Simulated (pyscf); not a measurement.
PySCF, gas phase, ωB97X-D3(BJ)/def2-SVP geometries.

Task: How much does it cost (ΔH, 298 K, ωB97M-D3(BJ)/def2-TZVP) to split `[NH2][Ta]([NH2])([Cl])([Cl])[Cl]` at its N–Ta bond into NH₂• + [H₂N–Ta(Cl)(Cl)–Cl]•?

Result: N–Ta to NH₂• + [H₂N–Ta(Cl)(Cl)–Cl]•: 3.50 eV. The 7 functionals that were run give +3.50 (ωB97M-D3(BJ)) to +3.65 eV (ωB97X-D3(BJ)). The radicals are drawn with the spin at the cut bond; how far it spreads was not checked. Other isomers of [H₂N–Ta(Cl)(Cl)–Cl]• were not searched in full and may lie lower. Open-shell species with a d-block atom are single-reference here; other states, and whether the spin sits on metal or ligand, were not checked. Elements past Kr carry the def2 core potentials, without spin-orbit coupling.
